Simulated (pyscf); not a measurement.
Thermochemistry of product channels of F–W(F)(=S)=S + hydrogen (H₂) on the singlet surface, in eV, from ωB97M-D3(BJ)/def2-TZVP energies (ideal gas, 1 atm, RRHO with modes under 100 cm⁻¹ raised to 100, one conformer, R ln 2 for rigid chiral ones). Single points on ωB97X-D3(BJ)/def2-SVP structures (PySCF, gas phase).

```csv
products,ΔE,ΔH(298 K),ΔG(900 K),ΔG(1200 K)
H₂S + F–W(F)=S [singlet],?,+1.72,+1.31,+1.21
F–WH(F)(=S)–SH,+0.24,+0.36,+1.39,+1.73
```

Problem. What belongs in the gaps?

Solution. 
- H₂S + F–W(F)=S [singlet], ΔE: +1.66

These are energies of the channels, which say nothing of barriers. A restricted singlet here is unstable towards spin polarisation, as is usual where a triplet lies low; its energy is less safe. Elements past Kr carry the def2 core potentials, without spin-orbit coupling.
